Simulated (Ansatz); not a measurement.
Relaxation of C₂H₃OS (7 atoms, charge -1, multiplicity 1), to a largest force component of 0.015 eV/Å in at most 40 steps.

Theory: Ansatz 0.2.0, RKS PBE-D4/6-31G*.

```xyz
7
Properties=species:S:1:pos:R:3
O -1.007 1.138 0.204
C 0.265 0.590 0.289
C 0.500 -0.656 -0.136
S -0.754 -1.636 -0.808
H -1.501 0.389 -0.200
H 1.000 1.257 0.718
H 1.498 -1.082 -0.066
```

**Question.** Where does it end, and by what steps?

**Answer.** The run converged. Limits of this set-up: an anion without diffuse functions. After 4 steps the energy has fallen by 0.069 eV; S4 moved furthest, 0.05 Å.

```
step  energy less start (eV)  largest force component (eV/Å)  accepted
   0                  0.0000                           1.045       yes
   1                 -0.0577                           0.409       yes
   2                 -0.0681                           0.122       yes
   3                 -0.0687                           0.048       yes
   4                 -0.0690                           0.014       yes
```

```xyz
7
Properties=species:S:1:pos:R:3
O -1.000 1.157 0.212
C 0.260 0.595 0.290
C 0.502 -0.671 -0.141
S -0.792 -1.665 -0.827
H -1.501 0.380 -0.204
H 1.005 1.273 0.727
H 1.525 -1.070 -0.056
```

Whether the end is a true minimum wasn't checked by a vibrational analysis.

Time of the run: 20 s on 1 thread of Intel(R) Xeon(R) Processor @ 2.50GHz (Skylake/Cascade Lake) (shared host), peak memory 0.14 GiB.
